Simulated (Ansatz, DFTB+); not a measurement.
# Worked example: C2H7N → C2H5N + H2

Species: C2H7N (ethanamine) `CCN`, singlet; C2H5N (ethanimine) `[H]/N=C\C`, singlet; H2 (hydrogen), singlet. 

Shapes, held fixed at every level: PBE0-D4/def2-TZVP. Flexible molecules stand in one conformer, not always the lowest. Programs: Ansatz 0.2.0, DFTB+ 25.1. The zero-point and thermal change to 298 K, harmonic and unscaled (PBE0-D4/def2-TZVP), is -29.6 kJ/mol.

At CCSD(T)/CBS estimate; 1 Eh = 2625.50 kJ/mol:

```
species  energy (Eh)
  C2H7N  -135.016517
  C2H5N  -133.793091
     H2    -1.175441
```

Work out ΔH(298 K) of the reaction at this level.


1. Products less reactants: (-133.793091) + (-1.175441) − [(-135.016517)] = 0.047985 Eh = +126.0 kJ/mol.
2. With the thermal change: +126.0 + (-29.6) = +96.4 kJ/mol.

Other levels give +85.3 (B3LYP/6-31G* (spherical functions)) to +110.1 kJ/mol (r2SCAN0-D4/def2-TZVPP). No measured value is set beside it here. The CBS estimate extrapolates MP2 from def2-TZVPP and def2-QZVPP and adds CCSD(T) − MP2 in the triple-zeta set, cores frozen; for H2 it overshoots the exact energy by about 1 mEh.
